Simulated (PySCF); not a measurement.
What the settings do

Molecule: 3-butyn-2-one (SMILES C#CC(C)=O); geometry GFN2-xTB.

Cartesian coordinates in Å; atom numbers follow the order of the lines, from 1:
```xyz
9

C     2.1510    0.6415   -0.1024
C     1.1322    0.0420    0.1085
C    -0.0728   -0.7054    0.3726
C    -1.3194    0.0228   -0.0604
O    -0.0634   -1.7966    0.8848
H     3.0358    1.1758   -0.2923
H    -1.3856    0.9754    0.4624
H    -1.2669    0.2304   -1.1278
H    -2.1974   -0.5798    0.1566
```

All runs: PySCF, non-relativistic, gas phase unless a solvent (IEF-PCM) is named; grid level 2, GIAOs and SCF threshold 1e-9 unless changed. The yardstick, PBE0/pcSseg-1, gives these isotropic shieldings σ (ppm, equivalent atoms averaged): C3 -0.7, C1 100.8, C2 102.5, C4 150.2, O5 -376.8, H6 29.02, H7/H8/H9 29.34.

Question: What do these inputs give? (1) PBE/ANO-RCC-VDZP; max_cycle 58; scale 1.1; altered: scale 1.1; (2) mPW1PW91/ANO-RCC-VDZP

Answer: 
| run | outcome | functions | wall time | C3 | C1 | C2 | C4 | O5 | H6 | H7/H8/H9 |
| --- | --- | --- | --- | --- | --- | --- | --- | --- | --- | --- |
| 1 | converged | 90 | 57 s | -28.3 | 93.3 | 85.4 | 121.1 | -460.8 | 25.05 | 26.28 |
| 2 | converged | 90 | 22 s | 4.8 | 111.1 | 110.5 | 155.9 | -333.6 | 28.34 | 29.52 |

Times are on shared hosts with different chips, so compare them loosely.

Question: Comment on the technical settings and failures.

Answer: 
- Run 1: The functional and orbital basis differ from the yardstick's, which in itself moves the values. All coordinates were scaled by 1.1, as happens with a wrong length unit or a careless edit. The cycle limit changes the path of the SCF (13 cycles), not the solution, provided the same state is reached.

Run 1 was set up unsoundly or failed; its numbers aren't to be quoted as properties of the molecule.
